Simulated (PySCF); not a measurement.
AlB: from constants to spectrum

ROHF-CCSD(T) constants of AlB, ³Σ⁻ (triplet), unpaired electrons π ↑↑ (Al def2-SVP, B def2-SVP; no relativity (PySCF 2.14); masses 26.9815 and 11.0093 u):

```
ωe           : 623.0 cm⁻¹
ωexe         : 4.66 cm⁻¹
Be           : 0.51658 cm⁻¹
αe           : 0.00509 cm⁻¹
De to Al + B : 1.81 eV
```

What force constant and bond length do these constants imply?

Reduced mass μred = 7.8189 u; k = 5.8918×10⁻⁷·μred·ωe² (u, cm⁻¹, mdyn/Å) = 1.79 mdyn/Å; Re = √(16.8576/(μred·Be)) (u, cm⁻¹, Å) = 2.043 Å.

Estimate the centrifugal constant D from the Kratzer relation and find the Dunham coefficient a1.

D = 4Be³/ωe² = 1.42e-06 cm⁻¹; a1 = −1 − αeωe/(6Be²) = -2.98.

Correlated steps freeze 6 core orbitals. Correlated levels converge slowly with the basis: in double zeta they bind strong bonds too weakly, by up to about 1 eV, and carry superposition errors of some tenths. The CCSD T1 diagnostic is raised, a sign that a single reference may not be enough here. The state is the lowest determinant that a PBE0 search found; another state may lie lower at other levels.
